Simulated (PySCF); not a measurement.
Gas-phase reaction: 2 SiHCl + 4 CHCl + C4H8 (cis-2-butene) → 2 CH3SiCl3 + 2 C3H4 (cyclic)

Method: PySCF energies (xtb for GFN2) plus ideal-gas RRHO corrections (1 bar). S°(298 K) at PBE0/def2-TZVP differs from the NASA 1993 table for C4H8 (cis-2-butene) (-6 J/mol/K); whether the harmonic model or the table's entry is off was not settled. † marks an energy on the PBE0/def2-TZVP geometry and frequencies; other levels use their own. MP2 freezes the core. All species are closed-shell singlets. SiHCl: computed as isolated molecules; such fragments, hydroxides, amides, oligomers or adducts are transient or little studied in the gas. MP2 isn't extrapolated to the basis-set limit; its ΔH°(298 K) is -2126.7 kJ in def2-SVP and -2112.7 kJ in def2-TZVPP. The harmonic model lacks anharmonicity and excited electronic states, which grow with temperature; levels with a mode under 35 cm⁻¹ are left out. Internal rotation in C4H8 (cis-2-butene), CH3SiCl3 is treated as a harmonic vibration of one conformer, which makes the entropy rough.

| level | ΔE electronic, kJ | ΔH°(298 K), kJ | ΔS°(298 K), J/K | ΔG°(2500 K), kJ |
|---|---|---|---|---|
| GFN2-xTB | -1701 | -1639 | -531 | -391 |
| M06-2X/def2-TZVP† | -2072 | -2010 | -553 | -705 |
| MP2/def2-SVP† | -2188 | -2127 | -553 | -821 |
| PBE0/def2-SVP† | -2132 | -2070 | -553 | -765 |
| ωB97M-V/def2-TZVP† | -2022 | -1960 | -553 | -654 |
ΔH° is lowest at MP2/def2-SVP† and highest at GFN2-xTB. No reference value is set beside these.
